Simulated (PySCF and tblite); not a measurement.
acetophenone, C8H8O, numbered as in [CH3:1][C:2](=[O:3])[c:4]1[cH:5][cH:6][cH:7][cH:8][cH:9]1. Conformer-averaged GIAO shifts at 298.15 K against TMS at the same level, unscaled (PySCF, tblite), from 2 protocols:

A: shieldings B97-2/pcSseg-1 (IEF-PCM, chloroform); weights B3LYP-D3(BJ)/def2-SVP (IEF-PCM, chloroform) // GFN2-xTB; 1 conformer.
B: shieldings PBE0/pcSseg-1 (IEF-PCM, chloroform); weights PBE0-D3(BJ)/def2-SVPD (IEF-PCM, chloroform) // PBE0-D3(BJ)/def2-SVP; 1 conformer.

```csv
signal,measured (ppm),A,B
H1,2.591,2.78,2.70
H5/H9,7.95,8.42,8.29
H6/H8,7.445,7.87,7.76
H7,7.551,7.96,7.84
```

Measured: The use of chemical shift calculations in the conformational analysis of substituted benzenes, New J. Chem. 2019 (ESI); solvent: not stated in the table (CDCl3 in this author's series).

Question: Which protocol comes closest to experiment?

Answer: For ¹H protocol B has the smallest mean absolute error.
| nucleus | ppm | A | B |
| --- | --- | --- | --- |
| ¹H | mean absolute error | 0.37 | 0.26 |
| ¹H | scatter about the mean error | 0.11 | 0.09 |

For scale, the study of CC(=O)c1ccccc1 took 39 s on 1 thread of Arm Neoverse V1, shared host (rough), launched as `OMP_NUM_THREADS=1 python ens_run.py task.json out`.
